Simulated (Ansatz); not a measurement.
**How methods differ on SiNH4F (SMILES N[SiH2]F)**

SiNH4F: 7 atoms, total charge 0, spin state singlet. As SMILES, `N[SiH2]F`. The shape was relaxed beforehand at PBE0/def2-SVP. This is one conformer, not always the lowest.

```xyz
7

N    -0.7635    0.3530   -0.6308
Si    0.5364   -0.1098    0.3752
F     0.5095   -1.6759    0.8327
H    -0.7926    0.0984   -1.6111
H    -1.6930    0.5090   -0.2587
H     0.4626    0.6841    1.6293
H     1.8018    0.0734   -0.3822
```

Quantity: the adiabatic ionisation energy (to the doublet cation, shapes relaxed at PBE0/def2-SVP, no zero-point term), in eV. The values are calculated.

| level | kind | program | value (eV) |
| --- | --- | --- | --- |
| HF/def2-TZVP | Hartree–Fock | Ansatz | 8.54 |
| PBE/def2-TZVP | GGA | Ansatz | 9.78 |
| r2SCAN/def2-TZVP | meta-GGA | Ansatz | 9.74 |
| B3LYP/def2-TZVP | global hybrid | Ansatz | 9.91 |
| wB97M-V/def2-TZVP | range-separated hybrid | Ansatz | 9.97 |
| MP2/def2-TZVP | perturbation theory | Ansatz | 10.05 |

The values span 8.54 to 10.05 eV.
